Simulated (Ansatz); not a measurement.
**SiNH4 (doublet): the correlation ladder at distance N1–H4 along a hydrogen transfer = 1.302 Å, cc-pVDZ**

The task here is to estimate one member of a computed series from the others.

Program: Ansatz 0.2.0, Gaussian basis. Level of theory: cc-pVDZ, core rule «outside noble gas», up to 6 orbitals frozen. These are calculated values, not measurements.

To be run: UHF; CCSD(T) on ROHF; CCSD(T) on UHF; BCCD(T) on ROHF; CISD; CCSDT(Q) on ROHF; CCSDT(Q) on UHF; CASSCF and MRCISD+Q, 3 electrons in 3 orbitals; CASSCF and NEVPT2, 3 electrons in 3 orbitals.

8 further runs of the same task are left out: 6 that didn't finish, 2 set aside as unsound or not needed.

## The system

The geometry derives from fragments relaxed apart (PBE0/def2-TZVP) and kept rigid, so it is no stationary point. A hydrogen atom is moved between rigid fragments.

6 atoms, charge 0, spin multiplicity 2.

Atoms are counted from 1 here; the program's logs count them from 0.

Bond lengths: N1–H2 1.012 Å, N1–H3 1.012 Å, N1–H4 1.302 Å, Si5–H6 1.532 Å. Angles: H2–N1–H3 107.1°, H2–N1–H4 107.1°, H3–N1–H4 107.1°.

The first run:

File in.yaml:

```yaml
crystal:
  periodic: [false, false, false]
  atoms:
    - {symbol: N, position_ang: [-1.996529, 0.019973, -0.019236]}
    - {symbol: H, position_ang: [-2.293809, 0.987807, -0.019236]}
    - {symbol: H, position_ang: [-2.293808, -0.382326, 0.861023]}
    - {symbol: H, position_ang: [-0.694529, 0.019973, -0.019236]}
    - {symbol: Si, position_ang: [1.130471, 0.019973, -0.019236]}
    - {symbol: H, position_ang: [1.526905, -1.459540, -0.019236]}
basis:
  gaussian: {orbitals: cc-pVDZ}
magnetization: {spin_polarized: true, initial_magnetization: 1}
hamiltonian: {xc: hf}
output: {orbitals: {seedname: orbitals}}
```

Started as:

```bash
ansatz run in.yaml --threads 1 --pin off --events-out ev --progress --plain --max-ram 2393MiB
```

Among the steps run: UHF; CCSD(T) on ROHF; CCSD(T) on UHF; BCCD(T) on ROHF; CISD; CCSDT(Q) on ROHF; CCSDT(Q) on UHF; CASSCF and MRCISD+Q, 3 electrons in 3 orbitals; CASSCF and NEVPT2, 3 electrons in 3 orbitals.

One of the session's tables, all rows but one given; the rest of the session is left out.

It belongs to the step «Misses and costs». 

```
       method  from UCCSDT(Q) (kcal/mol)
         ROHF                    +203.19
          UHF                    +198.03
         RMP2                     +31.40
         UMP2                     +37.47
         CISD                     +26.30
        RCCSD                      +6.91
        UCCSD                      +7.70
     RCCSD(T)                      +1.25
     UCCSD(T)                      +1.80
      BCCD(T)                      +1.24
       RCCSDT                      +0.47
       UCCSDT                      +0.55
    RCCSDT(Q)                       0.00
    UCCSDT(Q)                          0
  CASSCF pair                    +184.87
  NEVPT2 pair                          ?
  MRCISD pair                     +22.05
MRCISD+Q pair                      +3.09
```

**Question.** Estimate the row for NEVPT2 pair.

As computed: from UCCSDT(Q) (kcal/mol): +31.93. In the column «from UCCSDT(Q) (kcal/mol)» it lies between RMP2 (+31.40) and UMP2 (+37.47).

Caveats from the session: Restricted and unrestricted rows rest on different reference determinants; where their highest levels disagree by more than a few hundredths of an eV, they describe different states and don't form one ladder.
